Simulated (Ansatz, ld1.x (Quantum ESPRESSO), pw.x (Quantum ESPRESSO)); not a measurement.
# molybdenum (bcc): variants of one TM potential in the solid

- Element: molybdenum (Mo)
- Generator: ld1.x (Quantum ESPRESSO) 7.5
- Type: norm-conserving Troullier–Martins (Kleinman–Bylander form)
- Functional: PBE
- Relativity: scalar-relativistic
- Frozen core: [Kr]
- Valence charge: 6
- Reference configuration: 4d5 5s1 5p0
- Partial waves: 5s (bound): rc 2.55 bohr; 5p (bound, empty): rc 4.20 bohr; 4d (bound): rc 1.45 bohr; 4f channel at -0.05 Ry: rc 3.60 bohr
- Local potential: all-electron potential smoothed inside 2.60 bohr (lloc = -1)
- Core correction: Bessel-smoothed model core inside 1.35 bohr

Crystal test: bcc Mo in pw.x 7.5, no spin, 15³ k-points, Fermi–Dirac smearing 0.01 Ry, cutoffs set for each file from its atomic test. The reference is all-electron LAPW (Ansatz 0.2.0) with the same functional, mesh and smearing; V0 and B0 come from Birch–Murnaghan fits to the pressures at five volumes. Errors are pseudo minus all-electron; Δ is the rms difference of the E(V) curves that follow from these fits, minima aligned, over ±6 % about the mean V0. Mesh and smearing are coarse, so the numbers serve the comparison and aren't converged zero-temperature values; the lattice is a test structure that the element need not adopt.

All-electron: a0 = 3.162 Å (V0 = 15.80 Å³/atom), B0 = 259.2 GPa.

Base: The largest radius (4.20 bohr) exceeds half the bond length (2.59 bohr), so the spheres overlap, which is one possible source of error among others. This is a poor potential for the solid. Atomic configuration tests: 2 of 7 tests not solved or not reliable. The logarithmic derivative shows an extra or strongly shifted pseudo pole above the reference energy (s near 0.35 Ry, p near 1.60 Ry).

3 further variants are left out: they gave no file fit for a test, a broken result, the same result as the base, or pressures whose basis-set error rivals the error shown.

| change | cutoffs (Ry) | pw.x | a0 (Å) | a0 error (%) | B0 error (%) | Δ (meV/atom) | mean pressure error (GPa) |
| --- | --- | --- | --- | --- | --- | --- | --- |
| base | 70/280 | converged | 3.136 | -0.80 | -3.9 | 21.3 | -5.86 |
| all radii but the core radius scaled by about 1.27 (s 3.24, p 5.32, d 1.84, f 4.56 bohr); local potential all-electron potential smoothed inside 3.30 bohr (lloc = -1) | 60/240 | converged | 3.187 | +0.79 | -10.4 | 19.9 | +5.61 |

Task: Give the row for: local potential the p channel.

Result: pw.x: converged; mean pressure error (GPa): +8.80; a0 (Å): 3.197; a0 error (%): +1.12; B0 error (%): -5.4; Δ (meV/atom): 29.4.
